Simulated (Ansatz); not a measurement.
Basis-set extrapolation for C2H3NO (`N=CC=O`) (PBE0-D4/def2-TZVP geometry, frozen core, the Gaussian-basis code of Ansatz). Multiplicity 1, RHF reference.

```
                      def2-TZVPP   def2-QZVPP
                 HF  -206.840044  -206.849194
    MP2 correlation    -0.741181    -0.793826
CCSD(T) correlation    -0.792545      not run
```

Energies in hartree. Use E(X) = E(∞) + A·exp(−7.88·√X) for Hartree–Fock and E(X) = E(∞) + B·X^(−2.97) for correlation, with X = 3 and 4, and add CCSD(T) minus MP2 of the smaller set to the MP2 limit.

Problem. What is the CCSD(T) energy at the basis-set limit?

Solution. HF limit: -206.849194 + (-0.009150) × 0.13774 = -206.85045. MP2 limit: -0.793826 + (-0.052645) × 0.74074 = -0.83282. Higher-order term: -0.792545 − (-0.741181) = -0.05136. Total: -207.73463 hartree, 267.9 kJ/mol below CCSD(T)/def2-TZVPP.
